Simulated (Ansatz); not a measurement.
in.yaml

```yaml
crystal:
  periodic: [false, false, false]
  atoms:
    - {symbol: Si, position_ang: [0.078280, 0.050265, 1.155179]}
    - {symbol: Al, position_ang: [-0.086594, -0.091884, -1.305515]}
    - {symbol: H, position_ang: [-0.009974, 1.407341, 1.723457]}
    - {symbol: H, position_ang: [1.272038, -0.737209, 1.712421]}
    - {symbol: H, position_ang: [-1.228828, -0.756342, 1.609538]}
    - {symbol: H, position_ang: [0.103606, 1.145257, -2.286281]}
basis:
  gaussian: {orbitals: cc-pVDZ}
magnetization: {spin_polarized: false, initial_magnetization: 1}
correlation: {method: ccsd_t, electrons: outside_noble_gas}
```

```sh
$ ansatz run in.yaml --threads 1 --pin off --events-out ev --progress --plain --max-ram 2393MiB
```

Output:

```
535 factors; integrals over basis functions are off by at most 1.1e-3 eV
mean field evaluation 1: about -14505.8070 eV, gradient 1.0e1 eV
mean field evaluation 2: about -14505.8092 eV, gradient 1.0e1 eV
mean field evaluation 4: about -14506.9440 eV, gradient 6.6e-1 eV
mean field evaluation 8: about -14506.9512 eV, gradient 8.6e-4 eV
mean field evaluation 16: about -14506.0836 eV, gradient 3.4e0 eV
mean field evaluation 32: about -14505.3046 eV, gradient 1.7e-3 eV
mean field -14506.95119192 eV, -533.1206231384 hartree, gradient 3.7e-6 eV, S^2 0.750000; 3 other end points of the search recorded, 0 dependent functions left out
mean field evaluation 64: about -14506.9827 eV, gradient 3.0e-1 eV
determinant -14506.95119192 eV, -533.1206231384 hartree, with singles and doubles -14512.30648944 eV, -533.3174266922 hartree
determinant -14505.30459344 eV, -533.0601117605 hartree, with singles and doubles -14510.91542390 eV, -533.2663059767 hartree
10 core orbitals not correlated: weight in the atoms' cores, before any rotation towards them, 1.000 or more for the frozen orbitals, at most 0.000 for the correlated occupied ones
reference -14506.95119192 eV, -533.1206231384 hartree; 6, 5 occupied and 40, 41 virtual orbitals, 535 factors
second order -4.19474582 eV of doubles, -0.01879747 eV of singles
cycle   1  -5.35544884 eV  change   -1.5e-4 eV  update   7.1e-4
cycle   2  -5.35552215 eV  change   -7.3e-5 eV  update   4.8e-4
cycle   3  -5.35554485 eV  change   -2.3e-5 eV  update   2.6e-4
cycle   4  -5.35553384 eV  change    1.1e-5 eV  update   8.8e-5
cycle   5  -5.35560831 eV  change   -7.4e-5 eV  update   3.0e-5
cycle   6  -5.35564173 eV  change   -3.3e-5 eV  update   1.8e-5
cycle   7  -5.35562928 eV  change    1.2e-5 eV  update   1.1e-5
cycle   8  -5.35561785 eV  change    1.1e-5 eV  update   6.5e-6
perturbative correction -0.12974717 eV, -0.0047681206 hartree
Total energy: -14512.43655694 eV, -533.3222065849 hartree
```

For the same geometry and basis UCCSDT(Q) lies 37.3 meV lower.

Ran on 1 thread of INTEL XEON PLATINUM 8581C, shared host: 2.1 s wall, 0.16 GiB peak host memory.
